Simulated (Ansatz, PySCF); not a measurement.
Species: HO2 (charge 0, doublet). It need not be the lowest isomer of its formula. SMILES: O[O]
Geometry: optimised at B3LYP-D3(BJ)/def2-TZVP (Ansatz, a first-principles code).


Quantity: enthalpy of formation at 298 K (from the atomisation energy, B3LYP-D3(BJ)/def2-TZVP harmonic zero-point and thermal terms from PySCF, and the atoms' enthalpies of formation in the G2/97 table; no spin-orbit terms, and no core term in the frozen-core levels), in kcal/mol. Valence correlation only, unless marked. Open shells are spin-unrestricted. No spin-orbit coupling. No relativistic terms. The coupled-cluster limit lacks core correlation, which all-electron functionals hold. CBS marks a two-point X^-3 extrapolation of the correlation energy; Hartree-Fock from the larger set.

Measured: 2.9 kcal/mol (Active Thermochemical Tables 1.112 (ions: stationary electron), as tabulated in the package chemicals); it holds spin-orbit and relativistic effects, which these rows lack, and core correlation, which the frozen-core levels lack.

```
level                                 program  enthalpy of formation at 298 K (kcal/mol)  error against measurement
------------------------------------  -------  -----------------------------------------  -------------------------
TPSSh/def2-TZVPD                        PySCF                                        3.9                        1.0
RI-MP2/def2-TZVPPD                     Ansatz                                        7.2                        4.3
RI-MP2/def2-QZVPP                      Ansatz                                        3.1                        0.2
CCSD/STO-3G                            Ansatz                                       50.5                       47.6
CCSD/aug-cc-pVDZ                       Ansatz                                       26.1                       23.2
CCSD/CBS(def2-TZVPPD,def2-QZVPPD)      Ansatz                                       11.3                        8.4
CCSD(T)/CBS(aug-cc-pVTZ,aug-cc-pVQZ)   Ansatz                                        2.8                       -0.1
```
